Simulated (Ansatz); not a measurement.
Mulliken charges of `S=COCS` from PBE/def2-TZVPP in Ansatz (PBE0-D4/def2-TZVP geometry).

```
atom   x (Å)   y (Å)   z (Å)  charge (e)
  S1   1.942   2.056   1.112      -0.212
  C2   1.182   0.887   0.314       0.089
  O3   0.228   0.131   0.848      -0.105
  C4  -0.357  -0.854   0.007      -0.074
  S5  -1.431  -0.201  -1.280      -0.155
  H6   1.409   0.638  -0.727       0.080
  H7   0.416  -1.428  -0.511       0.121
  H8  -0.906  -1.513   0.674       0.142
  H9  -2.394   0.239  -0.454       0.114
```

**Question.** By hand: the dipole of these point charges (1 e Å = 4.8032 D).

**Answer.** Σ q r = (-0.321, -0.586, -0.175) e Å, of length 0.691 e Å = 3.32 D.

**Question.** How does the dipole of the full density compare? (An estimate is asked.)

**Answer.** Computed: (-0.343, -0.550, -0.205) e Å, 3.27 D; the point charges give 1.02 times that, at 4° from its direction.

Point charges leave out the atoms' own dipoles, such as those of lone pairs, and Mulliken's split depends on the basis, so the close match here is no proof of good charges.
